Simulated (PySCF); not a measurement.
Species: C4H7ClO.
Bonds: C1–C2, C2–C3, C2–C4, C4–O5 (double), C4–Cl6. Hydrogens: H7, H8, H9 on C1; H10 on C2; H11, H12, H13 on C3.

Method: PBE0-D3(BJ)/def2-SVP geometry optimisation, gas phase (PySCF); density fitting, grid level 1; the optimiser is geomeTRIC in internal coordinates, started from a GFN2-xTB structure with every atom displaced at random (about 0.01 Å).

Step 0: E = -18812.5771 eV
```
atom  x, y, z in Å  |  force x, y, z in eV/Å
C1      0.9461   -0.9015   -0.5115   -0.822   1.357   0.792
C2      0.0103   -0.0487    0.3991    0.121  -0.194  -0.606
C3     -1.4678   -0.1564   -0.0280    1.206   0.580   0.383
C4      0.4936    1.3910    0.3287   -1.316   0.170  -0.294
O5     -0.0672    2.2967   -0.2103    0.376  -0.511   0.220
Cl6     2.0061    1.6415    1.1677    0.712   0.141   0.318
H7      0.6337   -1.9221   -0.4696   -0.185  -1.114   0.008
H8      1.9763   -0.7911   -0.2034    0.586  -0.100   0.169
H9      0.8392   -0.5304   -1.5204    0.034   0.066  -0.761
H10     0.1376   -0.3973    1.4407   -0.015   0.134  -0.082
H11    -2.0870    0.4407    0.6401   -0.295   0.166   0.147
H12    -1.7656   -1.1891    0.0400   -0.343  -0.738  -0.037
H13    -1.6024    0.2117   -1.0462   -0.058   0.042  -0.256
```

Step 1: E = -18812.6713 eV
```
atom  x, y, z in Å  |  force x, y, z in eV/Å
C1      0.9392   -0.9049   -0.5141   -0.011  -0.062   0.025
C2      0.0283   -0.0374    0.3536   -0.169  -0.038  -0.021
C3     -1.4362   -0.1448   -0.0485   -0.089  -0.091   0.047
C4      0.4349    1.4120    0.3638    0.295   0.264   0.248
O5     -0.1886    2.3541    0.0172   -0.009  -0.138  -0.099
Cl6     2.0754    1.6554    1.1035   -0.102  -0.071  -0.125
H7      0.6142   -1.9560   -0.4195    0.110   0.130  -0.061
H8      1.9895   -0.8282   -0.1972   -0.046  -0.019  -0.016
H9      0.8698   -0.6169   -1.5757   -0.006  -0.010   0.045
H10     0.1619   -0.3642    1.4010   -0.045   0.013  -0.009
H11    -2.0721    0.5093    0.5667    0.033  -0.028  -0.032
H12    -1.7881   -1.1820    0.0775    0.039   0.078  -0.059
H13    -1.5753    0.1486   -1.1014   -0.001  -0.027   0.057
```

Step 2: E = -18812.6798 eV
```
atom  x, y, z in Å  |  force x, y, z in eV/Å
C1      0.9382   -0.8918   -0.5026    0.005  -0.011   0.008
C2      0.0153   -0.0378    0.3665   -0.021  -0.069   0.108
C3     -1.4465   -0.1491   -0.0466    0.033   0.016   0.031
C4      0.4452    1.4086    0.3778    0.111  -0.045  -0.131
O5     -0.1762    2.3381   -0.0026    0.037   0.120   0.047
Cl6     2.1089    1.6335    1.0565   -0.169   0.005  -0.035
H7      0.6313   -1.9456   -0.4330    0.013   0.003  -0.012
H8      1.9842   -0.8112   -0.1773   -0.009  -0.010  -0.010
H9      0.8752   -0.5885   -1.5589    0.000   0.010  -0.004
H10     0.1387   -0.3702    1.4127   -0.022  -0.028   0.012
H11    -2.0900    0.4960    0.5676    0.002   0.000   0.005
H12    -1.7920   -1.1874    0.0634    0.021   0.001  -0.016
H13    -1.5794    0.1504   -1.0966   -0.002   0.008  -0.002
```

**Question.** Estimate the geometry and energy of step 3. (The exact step hangs on the optimiser's Hessian estimate; all steps are aligned on step 2, rigid shifts and turns removed.)

**Answer.** E = -18812.6815 eV, largest force 0.151 eV/Å
```
atom  x, y, z in Å  |  force x, y, z in eV/Å
C1      0.9373   -0.8900   -0.5007   -0.002   0.015  -0.011
C2      0.0119   -0.0381    0.3691   -0.034   0.006   0.024
C3     -1.4480   -0.1522   -0.0438    0.022   0.026  -0.002
C4      0.4454    1.4101    0.3685    0.148  -0.022   0.019
O5     -0.1575    2.3531   -0.0093   -0.084  -0.030  -0.026
Cl6     2.1009    1.6219    1.0560   -0.020   0.012   0.013
H7      0.6373   -1.9450   -0.4368   -0.021  -0.028   0.005
H8      1.9829   -0.8074   -0.1768    0.005  -0.001   0.001
H9      0.8728   -0.5831   -1.5557    0.003   0.007  -0.012
H10     0.1329   -0.3700    1.4161    0.002   0.017  -0.004
H11    -2.0937    0.4893    0.5713   -0.008   0.002   0.015
H12    -1.7877   -1.1921    0.0622   -0.004  -0.018  -0.006
H13    -1.5816    0.1485   -1.0931   -0.007   0.013  -0.014
```

The energy changes by -0.0016 eV. The first-order estimate −F·Δx gives -0.0054 eV and the mean of the old and new forces, exact on a quadratic surface, -0.0017 eV. The step makes an angle of 61° with the force vector and moves no atom by more than 0.025 Å.

What follows is the cost of the whole optimisation. Hardware: Arm Neoverse V1, one thread, no GPU, shared host with 32 logical CPUs at a one-minute load of 26. Cost: 58 s of wall time, 0.49 GiB resident at most.
